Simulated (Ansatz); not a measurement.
A run on C3H4OS, SMILES `C#CSCO` with other settings.

```yaml
crystal:
  periodic: [false, false, false]
  atoms:
    - {symbol: C, position_ang: [1.948330, 2.243551, -0.848704]}
    - {symbol: C, position_ang: [1.626049, 0.923884, -0.199005]}
    - {symbol: S, position_ang: [1.260128, -0.908965, 0.744050]}
    - {symbol: C, position_ang: [-0.874606, -1.337351, 0.051420]}
    - {symbol: O, position_ang: [-2.075510, -0.247508, 0.656953]}
    - {symbol: H, position_ang: [2.225612, 3.409690, -1.425473]}
    - {symbol: H, position_ang: [-0.907605, -1.267707, -1.307274]}
    - {symbol: H, position_ang: [-1.067535, -2.636536, 0.448045]}
    - {symbol: H, position_ang: [-2.024114, -0.236807, 1.858614]}
basis:
  gaussian: {orbitals: "6-311G**", final_grid: {core_spheres: 20, valence_spheres: 16, degree: 47}}
hamiltonian: {xc: {name: B3LYP5}}
```

```sh
$ ansatz run in.yaml --threads 2 --pin off --events-out ev --progress --plain --max-ram 4352MiB
```

It prints (some lines left out):

```
Error: <dir> can't be read: No such file or directory (os error 2)
```
